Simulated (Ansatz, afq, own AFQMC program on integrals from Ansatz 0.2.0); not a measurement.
Two steps: Ansatz 0.2.0 writes the Fock matrix and Cholesky factors of the valence space, and afq projects on them the lowest state that overlaps trial and start.

```yaml
crystal:
  periodic: [false, false, false]
  atoms:
    - {symbol: O, position_ang: [0.000000, 0.000000, 0.000000]}
basis:
  gaussian: {orbitals: 6-31G}
magnetization: {spin_polarized: true, initial_magnetization: 4}
correlation: {method: ccsd_t, electrons: outside_noble_gas, hamiltonian_folder: ham}
```

```sh
$ ansatz run in.yaml --threads 1 --pin off --events-out ev --progress --plain --max-ram 24576MiB --backend cuda --devices 0, --max-vram 18GiB
```

Options of the walk:

```
--method phaseless --trial cisd --walkers 4000 --populations 20 --least-time 60 --time-step 0.005 --steps-per-block 50 --equilibration-blocks 28 --max-blocks 4000 --target-error 0.00015 --factor-cut 1e-05 --start spin_pure --seed 7813 --release-times 0.24,0.51,0.99,1.62,2.4 --release-step 0.03 --release-every 3 --taylor-order 6
```

Times are imaginary, in 1/Eh. The walk had a cap of 122 s. With eight or more populations the least sampling time is a fifth of least-time, and the error comes from their spread.

```
orbitals 8  electrons 5 1  factors 30 of 35
reference energy -73.81711082 Eh
CCSD correlation -0.03861942 Eh in 9 cycles, weight of the determinant in the CISD state 0.9674
energy of the start -73.855726 Eh
 block  time / (1/Eh)  mean weight  energy / Eh
     1     0.250  1.0000  -73.855776
     2     0.500  1.0000  -73.855846
     3     0.750  1.0001  -73.855948
     4     1.000  1.0001  -73.855958
     5     1.250  0.9998  -73.855984
     8     2.000  1.0000  -73.856112
    11     2.750  1.0000  -73.856132
    14     3.500  1.0000  -73.856142
    17     4.250  0.9999  -73.856141
    20     5.000  0.9998  -73.856198
    23     5.750  0.9999  -73.856140
    26     6.500  1.0000  -73.856301
    29     7.250  1.0000  -73.856071
    32     8.000  0.9999  -73.856147
    35     8.750  0.9999  -73.856148
    38     9.500  1.0001  -73.856100
    41    10.250  1.0000  -73.856194
    44    11.000  0.9999  -73.856129
    47    11.750  0.9998  -73.856025
    50    12.500  1.0001  -73.856039
    53    13.250  0.9999  -73.856117
    56    14.000  0.9999  -73.856108
    59    14.750  0.9999  -73.856059
    62    15.500  1.0001  -73.856087
    65    16.250  1.0001  -73.856129
    68    17.000  1.0000  -73.855969
    71    17.750  1.0002  -73.856029
    74    18.500  0.9999  -73.856018
    77    19.250  1.0000  -73.856133
    78    19.500  1.0000  -73.856144
error from the spread of 20 populations
released: time / (1/Eh)  energy / Eh  error  mean overlap
  0.24  -73.856103  0.000014  1.0016
  0.51  -73.856113  0.000010  1.0041
  0.99  -73.856146  0.000008  1.0042
  1.62  -73.856179  0.000008  1.0012
  2.40  -73.856184  0.000011  1.0028
energy -73.856094 +/- 0.000011 Eh
(rows thinned)
```

**Question.** Estimate how long the walk took on 1 × NVIDIA H100 80GB HBM3 with 2 threads of AMD EPYC 7R13 Processor (Zen 3) (shared host) (the card was shared).

**Answer.** 19 s of wall time.

The run passed its tests (sampling time, drift between the halves within three errors, error under three times the target), which doesn't prove that it has relaxed. The second half of the sampling lies above the first by 2.2 errors of their difference, so the energy may still be moving and its error bar be too small.

Against this walk (error 0.3 meV) on the same determinant: CCSD(T) 0.1 meV higher (within the noise), full CI 3.1 meV lower. The error is statistical and leaves out the bias of the constraint. Released to 2.40 1/Eh the energy lies 2.4 ± 0.4 meV (both errors) below the phaseless value, which shows part or all of the bias of the constraint, and full CI lies 0.7 meV below the released value.

Cautions: constraint bias not in the error; another spin lies lower (by 26.73 eV); in this basis the state lies above a state of the ion, a sign that the basis lacks the diffuse functions it needs, so its energy is an artefact of the basis.
